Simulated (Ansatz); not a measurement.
Density of states of Ba2PdO3 (Immm, a = 3.847 Å, b = 4.101 Å, c = 13.314 Å, α = 90.00°, β = 90.00°, γ = 90.00°), in states per eV and primitive cell, averaged over bins of 0.5 eV. Level of theory: Ansatz, DFT r2SCAN, scalar-relativistic, plane waves, PAW.

Plane waves to 500 eV, a k mesh through Γ of 12×12×12 on the computed 6-atom cell and Gaussian smearing (0.02 eV); no spin polarisation.

The cell is relaxed at this level. The states (both spins) are summed by tetrahedra on a 18×18×18 mesh at the self-consistent density. Energies are bin centres; the table starts no lower than −8 eV and ends at 6 eV, or lower where the solved bands end.

The gap is 0.29 eV at this level, with the zero inside it.

| E − E_F (eV) | total | O 2p | Pd 4d | Ba 6s | Ba 5p |
| --- | --- | --- | --- | --- | --- |
| -6.50 | 1.15 | 0.68 | 0.43 | 0.00 | 0.00 |
| -6.00 | 0.64 | 0.39 | 0.22 | 0.00 | 0.00 |
| -5.50 | 0.53 | 0.33 | 0.17 | 0.00 | 0.00 |
| -5.00 | 2.95 | 1.64 | 1.08 | 0.06 | 0.04 |
| -4.50 | 5.74 | 3.08 | 2.21 | 0.05 | 0.17 |
| -4.00 | 4.39 | 2.30 | 1.82 | 0.05 | 0.11 |
| -3.50 | 4.48 | 1.97 | 2.24 | 0.05 | 0.13 |
| -3.00 | 3.55 | 2.40 | 0.77 | 0.14 | 0.07 |
| -2.50 | 7.45 | 5.01 | 1.71 | 0.17 | 0.13 |
| -2.00 | 7.48 | 5.74 | 1.15 | 0.08 | 0.17 |
| -1.50 | 3.74 | 2.24 | 1.22 | 0.04 | 0.05 |
| -1.00 | 6.97 | 3.72 | 2.83 | 0.09 | 0.05 |
| -0.50 | 2.78 | 1.43 | 1.21 | 0.03 | 0.02 |
| 0.00 | 0.19 | 0.10 | 0.08 | 0.00 | 0.00 |
| 0.50 | 0.76 | 0.22 | 0.40 | 0.02 | 0.01 |
| 1.00 | 0.52 | 0.19 | 0.26 | 0.01 | 0.00 |
| 1.50 | 0.54 | 0.20 | 0.24 | 0.01 | 0.00 |
| 2.00 | 0.93 | 0.28 | 0.29 | 0.02 | 0.00 |
| 2.50 | 1.51 | 0.52 | 0.50 | 0.05 | 0.01 |
| 3.00 | 1.34 | 0.24 | 0.21 | 0.10 | 0.00 |
| 3.50 | 1.70 | 0.13 | 0.05 | 0.32 | 0.01 |
| 4.00 | 1.56 | 0.09 | 0.04 | 0.17 | 0.01 |
| 4.50 | 2.65 | 0.17 | 0.04 | 0.30 | 0.01 |
| 5.00 | 3.49 | 0.21 | 0.03 | 0.76 | 0.03 |
| 5.50 | 3.19 | 0.14 | 0.02 | 0.51 | 0.02 |

The columns after the total are the main Löwdin projections on the occupied valence shells of the potentials; 3 others are left out. The rest of the total lies in those, in shells that are empty in the free atom, which aren't projected, and between the atoms.

Spin-orbit coupling is left out, which matters for the bands of heavy elements.

Cost: 1 run of about 10 core-minutes, on Arm Neoverse V1 (shared hosts).